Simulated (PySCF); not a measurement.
# One shape, several levels: OH− (hydroxide)

Aim: a comparison of 6 runs (UPBE0/6-31G*, r2SCAN/6-31G*, UMP2/6-31G*, BCCD(T)/6-31G*, CCSDT(Q)/6-31G*, CCSDTQ/6-31G*) of OH− (hydroxide). 

The calculation is run with PySCF 2.14.0.

3 further runs of the same task are left out: 3 set aside as unsound or not needed.

### 1 The structure to begin with

OH−: 2 atoms, total charge -1, spin state singlet. As SMILES, `[OH-]`. The O1–H2 distance was set to 2.120 Å, away from the relaxed value.

### 2 The energy at UPBE0/6-31G(d) (spherical functions) (run 1)

job.py reads:

```python
from pyscf import gto, dft

mol = gto.Mole()
mol.atom = '''
O    1.400113  -0.448118   0.722496
H   -0.411800   0.131800  -0.212500
'''
mol.charge = -1
mol.verbose = 4
mol.basis = '6-31g*'
mol.spin = 0
mol.max_memory = 1860
mol.build()

ks = dft.UKS(mol)
ks.xc = 'pbe0'
ks.grids.level = 5
ks.conv_tol = 1e-10
ks.kernel()
if not ks.converged:
    ks = ks.newton().run(ks.mo_coeff, ks.mo_occ)
for _ in range(3):
    mo, _, stable, _ = ks.stability(return_status=True)
    if stable:
        break
    ks.kernel(ks.make_rdm1(mo, ks.mo_occ))

energy = ks.e_tot
print('Final energy', energy)
```

Launch:

```sh
$ OMP_NUM_THREADS=1 python job.py
```

The log of the run:

```text
PySCF version 2.14.0

[... 95 lines left out ...]
converged SCF energy = -75.4867980483152  <S^2> = 4.3964832e-12  2S+1 = 1
[... 2 lines left out ...]
Final energy -75.48679804831517
```

Run time: 2.7 s. Hardware: 1 thread of Arm Neoverse V1, shared host; peak memory 0.24 GiB.

### 3 The energy at r2SCAN/6-31G(d) (spherical functions) (run 2)

mol.xyz reads:

```xyz
2

O      1.400113    -0.448118     0.722496
H     -0.411800     0.131800    -0.212500
```

input.py reads:

```python
from pyscf import gto, dft

mol = gto.M(
    atom='mol.xyz',
    basis='6-31g*',
    max_memory=1860,
    charge=-1,
    spin=0,
    verbose=3,
)

mf = dft.RKS(mol, xc='r2scan')
mf.conv_tol = 1e-10
mf.grids.level = 5
mf.kernel()
if not mf.converged:
    mf = mf.newton().run(mf.mo_coeff, mf.mo_occ)

e_tot = mf.e_tot
print('E = %.10f Eh' % e_tot)
```

Launch:

```sh
$ OMP_NUM_THREADS=1 python input.py
```

The log of the run:

```text
converged SCF energy = -75.5354311714429
E = -75.5354311714 Eh
```

Run time: 1.8 s. Hardware: 1 thread of Arm Neoverse V1, shared host; peak memory 0.17 GiB.

Run 3 isn't shown in full; the table further down has it.

### 4 The energy at BCCD(T)/6-31G(d) (spherical functions) (run 4)

calc.py reads:

```python
from pyscf import gto, scf, cc
from pyscf.cc.bccd import bccd_kernel_

mol = gto.M(
    atom='''
O      2.645830    -0.846820     1.365320
H     -0.778189     0.249066    -0.401567
''',
    charge=-1,
    spin=0,
    unit='bohr',
    basis='6-31g*',
    verbose=3,
    max_memory=1860,
)

calc0 = scf.RHF(mol)
calc0.conv_tol = 1e-10
calc0.kernel()
if not calc0.converged:
    calc0 = calc0.newton().run(calc0.mo_coeff, calc0.mo_occ)

mycc = cc.CCSD(calc0, frozen=1).run()
mycc = bccd_kernel_(mycc, diis=True)
e_t = mycc.ccsd_t()
energy = mycc.e_tot + e_t
print('E = %.10f Eh' % energy)
```

Launch:

```sh
$ OMP_NUM_THREADS=1 python calc.py
```

The log of the run:

```text
converged SCF energy = -75.1662398841244
E(CCSD) = -75.38314192427255  E_corr = -0.2169020401481574
BCCD loop starts.

[... 24 lines left out ...]
CCSD converged
[... 28 lines left out ...]
CCSD converged
[... 25 lines left out ...]
CCSD converged
[... 24 lines left out ...]
CCSD converged
[... 20 lines left out ...]
CCSD converged
[... 19 lines left out ...]
CCSD converged
[... 3 lines left out ...]
E = -75.3967739093 Eh
```

Run time: 1.1 s. Hardware: 1 thread of Arm Neoverse V1, shared host; peak memory 0.1 GiB.

Run 5 isn't shown in full; the table further down has it.

### 5 The energy at CCSDTQ/6-31G(d) (spherical functions) (run 6)

run.py reads:

```python
from pyscf import gto, scf, cc

mol = gto.M(
    atom='''
O      2.645830    -0.846820     1.365320
H     -0.778189     0.249066    -0.401567
''',
    basis='6-31g*',
    verbose=3,
    max_memory=1860,
    unit='bohr',
    charge=-1,
)

mf = scf.RHF(mol)
mf.conv_tol = 1e-10
mf.kernel()
if not mf.converged:
    mf = mf.newton().run(mf.mo_coeff, mf.mo_occ)

mycc = cc.CCSDTQ(mf, frozen=1)
mycc.kernel()
etot = mycc.e_tot
print(f'total energy: {etot:.8f} hartree')
```

Launch:

```sh
$ OMP_NUM_THREADS=1 python run.py
```

The log of the run:

```text
converged SCF energy = -75.1662398841244
_make_eris_incore_RCCSDTQ

WARN: A large `blksize` is being used, which may cause large memory consumption
      for storing contraction intermediates. If memory is sufficient, consider using
      `pyscf.cc.rccsdtq_highm.RCCSDTQ` instead.

RCCSDTQ converged
E(RCCSDTQ) = -75.39790576200008   E_corr = -0.2316658778756907
E_corr(same-spin) = -0.0383953158253202
E_corr(oppo-spin) = -0.19327056205037
total energy: -75.39790576 hartree
```

Run time: 80 s. Hardware: 1 thread of Arm Neoverse V1, shared host; peak memory 0.31 GiB.

### 6 The series

```
run                                  level  follow instability  integration grid  energy (Eh)  HOMO energy (eV)  LUMO energy (eV)  HOMO–LUMO gap (eV)  wall time
  1     UPBE0/6-31G* (spherical functions)                 yes                 5   -75.486798              1.46              4.89                3.43      2.7 s
  2    r2SCAN/6-31G* (spherical functions)                   –                 5   -75.535431              3.20              3.87                0.67      1.8 s
  3      UMP2/6-31G* (spherical functions)                 yes                 –   -75.367167             -0.91              9.37               10.28      0.8 s
  4   BCCD(T)/6-31G* (spherical functions)                   –                 –   -75.396774                 –                 –                   –      1.1 s
  5  CCSDT(Q)/6-31G* (spherical functions)                   –                 –   -75.398081             -1.32              9.24               10.56      1.3 s
  6    CCSDTQ/6-31G* (spherical functions)                   –                 –   -75.397906             -1.32              9.24               10.56       80 s
```

### 7 Results

| quantity | value |
| --- | --- |
| run 6: total energy | -75.39791 Eh |
| run 6: HOMO energy (Hartree–Fock orbitals) | -1.32 eV |
| run 6: LUMO energy (Hartree–Fock orbitals) | 9.24 eV |
| run 6: HOMO–LUMO gap (to an unbound level, set by the basis) | 10.56 eV |
| run 6: correlation energy (1 core orbital frozen) | -231.7 mEh |
| run 6: T1 diagnostic | 0.093 |

In words: Totals of different functionals can't be ranked against each other. In runs 1, 2 the HOMO lies above zero, so the outermost electron may be held by the basis alone. Spin contamination of the reference: run 3 ⟨S²⟩ = 0.89. Where it is this large, the reference is a mixture of spin states, and values that rest on it are in doubt. All runs together took 88 s, the longest 80 s.
